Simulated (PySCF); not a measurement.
**Potential energy of P2 along the bond**

Set-up: PySCF, no relativity, basis sets P aug-cc-pV(D+d)Z. Energies in eV from P + P in their ground configurations at the same level. State: ¹Σg⁺ (singlet), closed shell.

All columns are PBE0.

| R (Å) | E (eV) | HOMO (eV) | LUMO (eV) | Mayer bond order | ⟨S²⟩ |
| --- | --- | --- | --- | --- | --- |
| 1.626 | -2.651 | -8.19 | -1.78 | 2.70 | 0.00 |
| 1.702 | -3.799 | -8.29 | -2.03 | 2.72 | 0.00 |
| 1.778 | -4.438 | -8.36 | -2.28 | 2.75 | 0.00 |
| 1.834 | -4.667 | -8.29 | -2.46 | 2.78 | 0.00 |
| 1.891 | -4.733 | -8.14 | -2.63 | 2.81 | 0.00 |
| 1.948 | -4.672 | -8.00 | -2.80 | 2.83 | 0.00 |
| 2.023 | -4.445 | -7.82 | -3.02 | 2.87 | 0.00 |
| 2.118 | -4.000 | -7.63 | -3.27 | 2.91 | 0.00 |
| 2.231 | -3.325 | -7.42 | -3.54 | 2.95 | 0.00 |
| 2.383 | -2.735 | -7.63 | -3.10 | 1.70 | 1.18 |

The closed-shell solution turns unstable on stretching: from about 2.38 Å a spin-polarised solution lies lower.

⟨S²⟩ of the unrestricted solution departs from its pure value on part of the curve, where spin states mix.
